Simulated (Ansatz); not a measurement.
I need a ranking of conformers of C4H8N2, SMILES C#CN(C)CN. Use the Python package of Ansatz (0.2.0). Use (for the species named): B3LYP, 6-31G* basis, multiplicity 1, D3BJ dispersion.

`c4h8n2.py`
```python
"""Rank force-field conformers of C4H8N2 by single points."""

import logging
import sys

import ansatz as az
from rdkit import Chem
from rdkit.Chem import AllChem

logging.basicConfig(stream=sys.stdout, format="%(levelname)s:%(name)s:%(message)s")
logger = logging.getLogger("ansatz_job")
logger.setLevel(logging.INFO)


def main() -> None:
    rd = Chem.AddHs(Chem.MolFromSmiles("C#CN(C)CN"))
    ids = list(AllChem.EmbedMultipleConfs(rd, numConfs=20, randomSeed=839, pruneRmsThresh=0.4))
    field = [energy for _, energy in AllChem.MMFFOptimizeMoleculeConfs(rd)]
    distinct = {round(e, 2): i for i, e in zip(ids, field)}
    chosen = sorted(distinct.items())[:5]
    found = []
    for force_field, index in chosen:
        c4h8n2 = az.Crystal.molecule()
        for atom, xyz in zip(rd.GetAtoms(), rd.GetConformer(index).GetPositions()):
            c4h8n2 = c4h8n2.atom(atom.GetSymbol(), xyz.round(5).tolist())
        setup = c4h8n2.calculation().basis(gaussian="6-31G*").functional("b3lyp", dispersion="d3bj")
        found.append(setup.run(threads=1, pin="off").report["free_energy_ev"])
    logger.info("conformer   MMFF (kcal/mol)   this level (kJ/mol)")
    for (force_field, index), e in zip(chosen, found):
        logger.info(f"{index:9d} {force_field - chosen[0][0]:17.2f} {96.485332 * (e - min(found)):17.3f}")


if __name__ == "__main__":
    main()
```

Running `python c4h8n2.py` prints:
```text
INFO:ansatz_job:conformer   MMFF (kcal/mol)   this level (kJ/mol)
INFO:ansatz_job:        1              0.00             2.608
INFO:ansatz_job:        0              1.48             0.000
INFO:ansatz_job:        2              4.88            40.083
```

Caveats:
- The conformers keep their force-field geometries.
- b3lyp holds the VWN-RPA fit, as in Gaussian; the form of ORCA and Turbomole is b3lyp5.
- It ran for 12 s on 1 thread of Arm Neoverse V1, with other jobs on the host, peak memory 0.33 GiB.
